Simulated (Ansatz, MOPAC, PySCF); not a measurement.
System: o=c=s, COS, net charge 0, singlet state. SMILES: O=C=S
Geometry from a B3LYP-D3(BJ)/def2-TZVP (Ansatz, a first-principles code) optimisation:
```xyz
3

O      0.0000     0.0000    -1.6805
C      0.0000     0.0000    -0.5250
S      0.0000     0.0000     1.0371
```
Charge 0, spin multiplicity 1.

Unscaled harmonic wavenumbers (cm⁻¹) in rising order, each level at the stationary point that it reaches from this structure (no distance between atoms moves by over 0.3 Å); the order of modes can differ between levels, and a negative number is imaginary. B3LYP-D3(BJ)/def2-TZVP (PySCF, at the structure above): 530, 530, 880, 2115.

PM3 (MOPAC): 530, 530, 780, 2101. Zero-point energy 5.6 against 5.8 kcal/mol; where all levels lie over 400 cm⁻¹, the wavenumbers are on average 0.970 times those of B3LYP-D3(BJ)/def2-TZVP.

PM7 (MOPAC): 439, 439, 805, 2027. Zero-point energy 5.3 against 5.8 kcal/mol; where all levels lie over 400 cm⁻¹, the wavenumbers are on average 0.882 times those of B3LYP-D3(BJ)/def2-TZVP.

B3LYP/6-31G* (Ansatz): 509, 509, 871, 2130. Zero-point energy 5.7 against 5.8 kcal/mol; where all levels lie over 400 cm⁻¹, the wavenumbers are on average 0.979 times those of B3LYP-D3(BJ)/def2-TZVP.
